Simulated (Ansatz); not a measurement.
Reading a saddle point

A first-order saddle point of CH$_{10}$Si$_{2}$, singlet, PBE0-D4/def2-TZVP, with one imaginary mode of 1388i cm⁻¹:

Si1  (-0.201, 0.905, 0.741)
Si2  (1.462, -1.148, 0.259)
H3  (-1.261, 1.987, 0.782)
H4  (-0.441, 0.166, 2.007)
H5  (1.048, 1.689, 0.557)
H6  (-0.222, -0.233, -0.458)
C7  (-1.326, 0.287, -1.017)
H8  (2.324, -0.866, 1.447)
H9  (0.997, -2.566, 0.396)
H10  (2.361, -1.112, -0.939)
H11  (-1.213, -0.534, -1.736)
H12  (-1.248, 1.239, -1.540)
H13  (-2.279, 0.184, -0.499)
(Å)

Program: Ansatz 0.2.0. Basis: def2-TZVPP and def2-QZVPP. Cores are frozen in the correlated methods. Extrapolation: Hartree–Fock as exp(−7.88 √X), correlation as X^−2.97.

Which contacts change along the imaginary mode, and what lies on either side? (Judge from chemistry; the calculation decides.)

Computed: The step is Si₂H₆ ([SiH3][SiH3]) + CH₄ → CH₆Si ([CH3][SiH3]) + SiH₄, with the molecules in contact on both sides. Shortening one way: Si1–C7, Si2–H6; lengthening the same way: Si1–Si2, H6–C7.
```
   pair  one side (Å)  saddle (Å)  other side (Å)
 Si1–C7          4.34        2.18            1.87
 Si2–H6          3.60        2.05            1.49
Si1–Si2          2.34        2.69            4.05
  H6–C7          1.09        1.34            3.60
```

Which side is lower, and how far does the saddle lie above each? (Judge from chemistry; the value comes from the calculation.)

By the calculation: The side with Si1–Si2, H6–C7 short is lower by 0.079 eV; the saddle lies 3.639 eV above it and 3.560 eV above the other (CCSD(T) at an estimated basis limit (MP2 extrapolated from triple and quadruple zeta, plus CCSD(T) − MP2 in triple zeta); electronic energies).

The T1 diagnostic stays at or below 0.012.

Labels in which every atom is bracketed show which atoms are joined, not bond orders.

For scale, one of the runs: CCSD(T)/def2-TZVPP, 255 basis functions, launched by `ansatz run in.yaml --threads 4 --pin off --events-out ev --progress --plain --max-ram 9574MiB`. Hardware: 4 CPU threads of an AMD EPYC 7R43, shared host. Wall time 66 s; peak host memory 5.3 GiB.
